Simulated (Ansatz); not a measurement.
# SiH4 (singlet): the correlation ladder, aug-cc-pVDZ

Aim: climb from Hartree-Fock through coupled cluster and multireference methods for SiH4 (singlet) at one geometry and basis, and see what each rung misses.

Computed with Ansatz 0.2.0, Gaussian basis. Level: aug-cc-pVDZ, core rule «outside noble gas», up to 5 orbitals frozen.

The runs, in order: UHF; CCSD(T) on RHF; BCCD(T) on RHF; CISD; CCSDT(Q) on RHF; CASSCF and MRCISD+Q, 8 electrons in 8 orbitals; CASSCF and MRCISD+Q(relaxed), 8 electrons in 8 orbitals; CASSCF and NEVPT2, 8 electrons in 8 orbitals.

28 further runs of the same task are left out: 11 for a known fault of the program, 6 that didn't finish, 11 set aside as unsound or not needed.

## (1) The system

The geometry is a PBE0/def2-TZVPD stationary point (not a proven minimum) of the parent state, kept for this charge and spin.

5 atoms, charge 0, spin multiplicity 1.

Atoms are counted from 1 here; the program's logs count them from 0.

Bond lengths: Si1–H2 1.502 Å, Si1–H3 1.502 Å, Si1–H4 1.502 Å, Si1–H5 1.502 Å. Angles: H2–Si1–H3 109.5°, H2–Si1–H4 109.5°, H2–Si1–H5 109.5°, H3–Si1–H4 109.5°, H3–Si1–H5 109.5°, H4–Si1–H5 109.5°.

In the tables R marks a restricted determinant and U an unrestricted one; 'valence' is the active space of 8 electrons in 8 orbitals; energies count from the table's Hartree-Fock row.

## (2) UHF

in.yaml reads:

```yaml
crystal:
  periodic: [false, false, false]
  atoms:
    - {symbol: Si, position_ang: [0.000000, 0.000000, 0.000000]}
    - {symbol: H, position_ang: [0.864673, 0.868123, 0.869455]}
    - {symbol: H, position_ang: [-0.869974, -0.866902, 0.865375]}
    - {symbol: H, position_ang: [-0.864856, 0.866715, -0.870676]}
    - {symbol: H, position_ang: [0.870158, -0.867936, -0.864154]}
basis:
  gaussian: {orbitals: aug-cc-pVDZ}
magnetization: {spin_polarized: true, initial_magnetization: 0}
hamiltonian: {xc: hf}
output: {orbitals: {seedname: orbitals}}
```

Command:

```
> ansatz run in.yaml --threads 1 --pin off --events-out ev --progress --plain --max-ram 2393MiB
```

Standard output:

```text
Functional definition: HF
  name "HF"
  cite "Fock, Z. Phys. 61, 126 (1930) doi:10.1007/BF01340294"
  parent pbe
  exchange = exact_x
  correlation = 0
696 factors; their error is unknown
mean field evaluation 1: about -7924.2260 eV, gradient 6.7e0 eV
mean field evaluation 2: about -7924.7706 eV, gradient 1.9e0 eV
mean field evaluation 4: about -7924.8277 eV, gradient 2.0e-1 eV
mean field evaluation 8: about -7925.1225 eV, gradient 6.7e-5 eV
mean field -7925.12252512 eV, -291.2428809573 hartree, gradient 6.5e-5 eV, S^2 0.000000; 0 other end points of the search recorded, 0 dependent functions left out
reference -7925.12252512 eV, -291.2428809573 hartree; 9, 9 occupied and 54, 54 virtual orbitals, 696 factors
Total energy: -7925.12252512 eV, -291.2428809573 hartree
```

Run time: 0.24 s. Hardware: 1 thread of Arm Neoverse V2, shared host.

From the report: ⟨S²⟩ of the determinant 0.000 (pure singlet: 0.00).

The unrestricted search falls back on the restricted solution.

## (3) CCSD(T) on RHF

in.yaml, as its differences from that of step 2:

```diff
@@ -10,4 +10,3 @@
   gaussian: {orbitals: aug-cc-pVDZ}
-magnetization: {spin_polarized: true, initial_magnetization: 0}
-hamiltonian: {xc: hf}
-output: {orbitals: {seedname: orbitals}}
+magnetization: {spin_polarized: false}
+correlation: {method: ccsd_t, electrons: outside_noble_gas}
```

Launched as before.

Standard output, cut to the lines that bear on the results:

```text
Functional definition: HF
  name "HF"
  cite "Fock, Z. Phys. 61, 126 (1930) doi:10.1007/BF01340294"
  parent pbe
[...]
612 factors; integrals over basis functions are off by at most 6.3e-4 eV
[...]
mean field -7925.12263149 eV, -291.2428848661 hartree, gradient 1.8e-6 eV, S^2 0.000000; 0 other end points of the search recorded, 0 dependent functions left out
5 core orbitals not correlated: weight in the atoms' cores, before any rotation towards them, 1.000 or more for the frozen orbitals, at most 0.000 for the correlated occupied ones
reference -7925.12263149 eV, -291.2428848661 hartree; 4, 4 occupied and 54, 54 virtual orbitals, 612 factors
second order -3.31536033 eV of doubles, -0.00000000 eV of singles
cycle   1  -3.95575622 eV  change   -6.4e-1 eV  update   5.7e-2
[...]
cycle   8  -4.18558620 eV  change   -4.5e-6 eV  update   5.0e-6
perturbative correction -0.08014219 eV, -0.0029451710 hartree
Total energy: -7929.38835988 eV, -291.3996474929 hartree
```

Run time: 0.54 s. Hardware: 1 thread of Arm Neoverse V2, shared host.

From the report: correlation -4.2657 eV; T1 0.011; largest double amplitude 0.03.

## (4) BCCD(T) on RHF

in.yaml, as its differences from that of step 3:

```diff
@@ -11,2 +11,2 @@
 magnetization: {spin_polarized: false}
-correlation: {method: ccsd_t, electrons: outside_noble_gas}
+correlation: {method: bccd_t, electrons: outside_noble_gas}
```

The command is unchanged.

Standard output, cut to the lines that bear on the results:

```text
Functional definition: HF
  name "HF"
  cite "Fock, Z. Phys. 61, 126 (1930) doi:10.1007/BF01340294"
  parent pbe
[...]
612 factors; integrals over basis functions are off by at most 6.3e-4 eV
[...]
mean field -7925.12263149 eV, -291.2428848661 hartree, gradient 1.8e-6 eV, S^2 0.000000; 0 other end points of the search recorded, 0 dependent functions left out
5 core orbitals not correlated: weight in the atoms' cores, before any rotation towards them, 1.000 or more for the frozen orbitals, at most 0.000 for the correlated occupied ones
reference -7925.12263149 eV, -291.2428848661 hartree; 4, 4 occupied and 54, 54 virtual orbitals, 612 factors
second order -3.31536033 eV of doubles, -0.00000000 eV of singles
cycle   1  -3.96184890 eV  change   -6.5e-1 eV  update   5.7e-2
[...]
cycle   8  -4.18301469 eV  change   -7.0e-6 eV  update   5.5e-6
perturbative correction -0.08304697 eV, -0.0030519198 hartree
Total energy: -7929.38869314 eV, -291.3996597402 hartree
```

It took 0.69 s on 1 thread of Arm Neoverse V2, shared host.

From the report: correlation -4.2661 eV; largest double amplitude 0.03.

## (5) CISD

in.yaml, as its differences from that of step 4:

```diff
@@ -10,3 +10,2 @@
   gaussian: {orbitals: aug-cc-pVDZ}
-magnetization: {spin_polarized: false}
-correlation: {method: bccd_t, electrons: outside_noble_gas}
+correlation: {active_space: {ras: {orbitals: [4, 0, 54], electrons: 8, max_holes: 2, max_particles: 2}, fixed_orbitals: true}}
```

The command is unchanged.

Standard output:

```text
Functional definition: HF
  name "HF"
  cite "Fock, Z. Phys. 61, 126 (1930) doi:10.1007/BF01340294"
  parent pbe
  exchange = exact_x
  correlation = 0
612 factors; integrals over basis functions are off by at most 6.3e-4 eV
mean field evaluation 1: about -7924.5208 eV, gradient 9.5e0 eV
mean field evaluation 2: about -7924.5202 eV, gradient 9.5e0 eV
mean field evaluation 4: about -7925.1220 eV, gradient 2.8e-1 eV
mean field evaluation 8: about -7925.1226 eV, gradient 5.3e-4 eV
mean field -7925.12263149 eV, -291.2428848661 hartree, gradient 1.8e-6 eV, S^2 0.000000; 0 other end points of the search recorded, 0 dependent functions left out
reference -7925.12263149 eV, -291.2428848661 hartree; 9, 9 occupied and 54, 54 virtual orbitals, 612 factors
state -7929.09519808 eV, -291.3888739958 hartree
Total energy: -7929.09519808 eV, -291.3888739958 hartree
```

It took 1.1 s on 1 thread of Arm Neoverse V2, shared host.

From the report: 16,635 determinants.

## (6) CCSDT(Q) on RHF

in.yaml, as its differences from that of step 5:

```diff
@@ -10,2 +10,3 @@
   gaussian: {orbitals: aug-cc-pVDZ}
-correlation: {active_space: {ras: {orbitals: [4, 0, 54], electrons: 8, max_holes: 2, max_particles: 2}, fixed_orbitals: true}}
+magnetization: {spin_polarized: false}
+correlation: {method: ccsdt_q, electrons: outside_noble_gas}
```

Same command.

Standard output, cut to the lines that bear on the results:

```text
Functional definition: HF
  name "HF"
  cite "Fock, Z. Phys. 61, 126 (1930) doi:10.1007/BF01340294"
  parent pbe
[...]
1076 factors; integrals over basis functions are off by at most 1.5e-7 eV
[...]
mean field -7925.12265165 eV, -291.2428856069 hartree, gradient 1.8e-6 eV, S^2 0.000000; 0 other end points of the search recorded, 0 dependent functions left out
5 core orbitals not correlated: weight in the atoms' cores, before any rotation towards them, 1.000 or more for the frozen orbitals, at most 0.000 for the correlated occupied ones
reference -7925.12265165 eV, -291.2428856069 hartree; 4, 4 occupied and 54, 54 virtual orbitals, 1076 factors
second order -3.31536928 eV of doubles, -0.00000000 eV of singles
cycle   1  -3.95573725 eV  change   -6.4e-1 eV  update   6.1e-2
[...]
cycle  11  -4.28456664 eV  change    4.8e-7 eV  update   7.4e-7
perturbative correction -0.00209427 eV, -0.0000769630 hartree
Total energy: -7929.40931256 eV, -291.4004174899 hartree
```

It took 10 s on 1 thread of Arm Neoverse V2, shared host; peak memory 0.35 GiB.

From the report: correlation -4.2867 eV; T1 0.011; largest double amplitude 0.03.

## (7) CASSCF and MRCISD+Q, 8 electrons in 8 orbitals

in.yaml, as its differences from that of step 6:

```diff
@@ -10,3 +10,2 @@
   gaussian: {orbitals: aug-cc-pVDZ}
-magnetization: {spin_polarized: false}
-correlation: {method: ccsdt_q, electrons: outside_noble_gas}
+correlation: {method: fic_mrcisd_q, electrons: outside_noble_gas, active_space: {window: {electrons: 8, orbitals: 8}, shells: [{species: H, l: s, shell: 1}, {species: Si, l: s, shell: 3}, {species: Si, l: p, shell: 3}]}}
```

Launched as before.

Standard output, cut to the lines that bear on the results:

```text
Functional definition: HF
  name "HF"
  cite "Fock, Z. Phys. 61, 126 (1930) doi:10.1007/BF01340294"
  parent pbe
[...]
1076 factors; integrals over basis functions are off by at most 1.5e-7 eV
[...]
mean field -7925.12265165 eV, -291.2428856069 hartree, gradient 1.8e-6 eV, S^2 0.000000; 0 other end points of the search recorded, 0 dependent functions left out
reference -7925.12265165 eV, -291.2428856069 hartree; 9, 9 occupied and 54, 54 virtual orbitals, 1076 factors
state -7926.66851522 eV, -291.2996950456 hartree
contracted CI cycle   1: correlation 0.00000000 eV, 0.0000000000 hartree, residual 1.26e1 eV
contracted CI cycle   2: correlation -2.46749996 eV, -0.0906789510 hartree, residual 2.78e0 eV
contracted CI cycle   3: correlation -2.58550310 eV, -0.0950154865 hartree, residual 7.01e-1 eV
contracted CI cycle   4: correlation -2.59315914 eV, -0.0952968408 hartree, residual 1.67e-1 eV
contracted CI cycle   5: correlation -2.59356626 eV, -0.0953118019 hartree, residual 4.19e-2 eV
contracted CI cycle   6: correlation -2.59359433 eV, -0.0953128335 hartree, residual 1.01e-2 eV
contracted CI cycle   7: correlation -2.59359593 eV, -0.0953128924 hartree, residual 2.60e-3 eV
contracted CI cycle   8: correlation -2.59359603 eV, -0.0953128963 hartree, residual 6.26e-4 eV
state -7926.66851522 eV, -291.2996950456 hartree; corrected -7929.39502926 eV, -291.3998925883 hartree
Total energy: -7929.39502926 eV, -291.3998925883 hartree
Checks for a lower state left out: starts, orbital_swaps
```

Run time: 3.9 s. Hardware: 1 thread of Arm Neoverse V2, shared host; peak memory 0.28 GiB.

From the report: 1,284 determinants; active occupations 1.99, 1.98, 1.98, 1.98, 0.03, 0.02, 0.02, 0.02.

## (8) CASSCF and MRCISD+Q(relaxed), 8 electrons in 8 orbitals

in.yaml, as its differences from that of step 7:

```diff
@@ -10,2 +10,2 @@
   gaussian: {orbitals: aug-cc-pVDZ}
-correlation: {method: fic_mrcisd_q, electrons: outside_noble_gas, active_space: {window: {electrons: 8, orbitals: 8}, shells: [{species: H, l: s, shell: 1}, {species: Si, l: s, shell: 3}, {species: Si, l: p, shell: 3}]}}
+correlation: {method: fic_mrcisd_q_relaxed, electrons: outside_noble_gas, active_space: {window: {electrons: 8, orbitals: 8}, shells: [{species: H, l: s, shell: 1}, {species: Si, l: s, shell: 3}, {species: Si, l: p, shell: 3}]}}
```

Launched as before.

Standard output, cut to the lines that bear on the results:

```text
Functional definition: HF
  name "HF"
  cite "Fock, Z. Phys. 61, 126 (1930) doi:10.1007/BF01340294"
  parent pbe
[...]
1076 factors; integrals over basis functions are off by at most 1.5e-7 eV
[...]
mean field -7925.12265165 eV, -291.2428856069 hartree, gradient 1.8e-6 eV, S^2 0.000000; 0 other end points of the search recorded, 0 dependent functions left out
reference -7925.12265165 eV, -291.2428856069 hartree; 9, 9 occupied and 54, 54 virtual orbitals, 1076 factors
state -7926.66851522 eV, -291.2996950456 hartree
contracted CI cycle   1: correlation 0.00000000 eV, 0.0000000000 hartree, residual 1.26e1 eV
contracted CI cycle   2: correlation -2.46749996 eV, -0.0906789510 hartree, residual 3.00e0 eV
contracted CI cycle   3: correlation -2.60272654 eV, -0.0956484362 hartree, residual 1.02e0 eV
contracted CI cycle   4: correlation -2.61817078 eV, -0.0962160014 hartree, residual 3.66e-1 eV
contracted CI cycle   5: correlation -2.62030959 eV, -0.0962946014 hartree, residual 1.17e-1 eV
contracted CI cycle   6: correlation -2.62053020 eV, -0.0963027085 hartree, residual 4.97e-2 eV
contracted CI cycle   7: correlation -2.62057328 eV, -0.0963042917 hartree, residual 2.11e-2 eV
contracted CI cycle   8: correlation -2.62058126 eV, -0.0963045849 hartree, residual 8.84e-3 eV
contracted CI cycle   9: correlation -2.62058265 eV, -0.0963046362 hartree, residual 3.64e-3 eV
contracted CI cycle  10: correlation -2.62058285 eV, -0.0963046433 hartree, residual 1.21e-3 eV
state -7926.66851522 eV, -291.2996950456 hartree; corrected -7929.42704439 eV, -291.4010691226 hartree
Total energy: -7929.42704439 eV, -291.4010691226 hartree
Checks for a lower state left out: starts, orbital_swaps
```

Wall time 4.2 s (1 thread of Arm Neoverse V2, shared host); peak memory 0.28 GiB.

From the report: 1,284 determinants; active occupations 1.99, 1.98, 1.98, 1.98, 0.03, 0.02, 0.02, 0.02.

## (9) CASSCF and NEVPT2, 8 electrons in 8 orbitals

in.yaml, as its differences from that of step 8:

```diff
@@ -10,2 +10,2 @@
   gaussian: {orbitals: aug-cc-pVDZ}
-correlation: {method: fic_mrcisd_q_relaxed, electrons: outside_noble_gas, active_space: {window: {electrons: 8, orbitals: 8}, shells: [{species: H, l: s, shell: 1}, {species: Si, l: s, shell: 3}, {species: Si, l: p, shell: 3}]}}
+correlation: {method: sc_nevpt2, electrons: outside_noble_gas, active_space: {window: {electrons: 8, orbitals: 8}, shells: [{species: H, l: s, shell: 1}, {species: Si, l: s, shell: 3}, {species: Si, l: p, shell: 3}]}}
```

Launched as before.

Standard output:

```text
Functional definition: HF
  name "HF"
  cite "Fock, Z. Phys. 61, 126 (1930) doi:10.1007/BF01340294"
  parent pbe
  exchange = exact_x
  correlation = 0
1076 factors; integrals over basis functions are off by at most 1.5e-7 eV
mean field evaluation 1: about -7924.5207 eV, gradient 9.5e0 eV
mean field evaluation 2: about -7924.5203 eV, gradient 9.5e0 eV
mean field evaluation 4: about -7925.1218 eV, gradient 2.8e-1 eV
mean field evaluation 8: about -7925.1227 eV, gradient 5.3e-4 eV
mean field -7925.12265165 eV, -291.2428856069 hartree, gradient 1.8e-6 eV, S^2 0.000000; 0 other end points of the search recorded, 0 dependent functions left out
reference -7925.12265165 eV, -291.2428856069 hartree; 9, 9 occupied and 54, 54 virtual orbitals, 1076 factors
state -7926.66851522 eV, -291.2996950456 hartree
state -7926.66851522 eV, -291.2996950456 hartree; corrected -7928.48523891 eV, -291.3664584097 hartree
Total energy: -7928.48523891 eV, -291.3664584097 hartree
Checks for a lower state left out: starts, orbital_swaps
```

Run time: 2.7 s. Hardware: 1 thread of Arm Neoverse V2, shared host.

From the report: 1,284 determinants; active occupations 1.99, 1.98, 1.98, 1.98, 0.03, 0.02, 0.02, 0.02.

## (10) How many determinants matter

Natural occupations of the CASSCF valence state about the gap (report; correlated orbitals 1 to 8): 1.986, 1.977, 1.977, 1.977, 0.030, 0.018, 0.018, 0.018. The count of effectively unpaired electrons, Σ n²(2 − n)², is 0.01; a single determinant of this spin has 0.

## (11) Misses and costs

The yardstick is RCCSDT(Q), where the cluster series has nearly closed. Rows without a time come out of other runs: HF, MP2 and CCSD of CCSD(T), CCSDT of CCSDT(Q), CASSCF and MRCISD of the multireference runs.

| method | energy from the lowest RHF (meV) | from RCCSDT(Q) (meV) | time |
| --- | --- | --- | --- |
| RHF | 0.0 | +4286.7 |  |
| RMP2 | -3315.4 | +971.3 |  |
| CISD | -3972.6 | +314.1 | 1.1 s |
| RCCSD | -4185.6 | +101.1 |  |
| RCCSD(T) | -4265.7 | +21.0 | 0.54 s |
| BCCD(T) | -4266.1 | +20.6 | 0.69 s |
| RCCSDT | -4284.6 | +2.1 |  |
| RCCSDT(Q) | -4286.7 | 0 | 10 s |
| CASSCF valence | -1545.9 | +2740.8 |  |
| NEVPT2 valence | -3362.6 | +924.1 | 2.7 s |
| MRCISD valence | -4139.5 | +147.2 |  |
| MRCISD+Q valence | -4272.4 | +14.3 | 3.9 s |
| MRCISD+Q(relaxed) valence | -4304.4 | -17.7 | 4.2 s |

Among the levels timed on like hardware and quicker than the yardstick, those that no quicker one beats, quickest first: RCCSD(T) (0.54 s, +21.0 meV); BCCD(T) (0.69 s, +20.6 meV); MRCISD+Q valence (3.9 s, +14.3 meV).

## (12) What came out

```
                                quantity                                                                   value
          RCCSDT(Q) below the RHF energy                                                              -4.2867 eV
                     RMP2 from RCCSDT(Q)                                                              +971.3 meV
                    RCCSD from RCCSDT(Q)                                                              +101.1 meV
                 RCCSD(T) from RCCSDT(Q)                                                               +21.0 meV
           NEVPT2 valence from RCCSDT(Q)                                                              +924.1 meV
         MRCISD+Q valence from RCCSDT(Q)                                                               +14.3 meV
MRCISD+Q(relaxed) valence from RCCSDT(Q)                                                               -17.7 meV
       levels within 1 kcal/mol (43 meV)  RCCSD(T), BCCD(T), RCCSDT, MRCISD+Q valence, MRCISD+Q(relaxed) valence
                           T1 diagnostic                                                                   0.011
          effectively unpaired electrons                                                                    0.01
```

What this shows: RCCSD(T) lands +21.0 meV from the yardstick (0.5 % of the correlation energy). One determinant dominates. Of the multireference levels listed MRCISD+Q valence comes nearest in total energy (+14.3 meV), which doesn't show that its space is the better one. These misses are within one basis, not against nature.

MRCISD+Q valence reaches 14.3 meV from the reference in 3.9 s, where RCCSDT(Q) took 10 s; the quickest level in the cost chart, RCCSD(T), takes 0.54 s and misses by 21.0 meV.
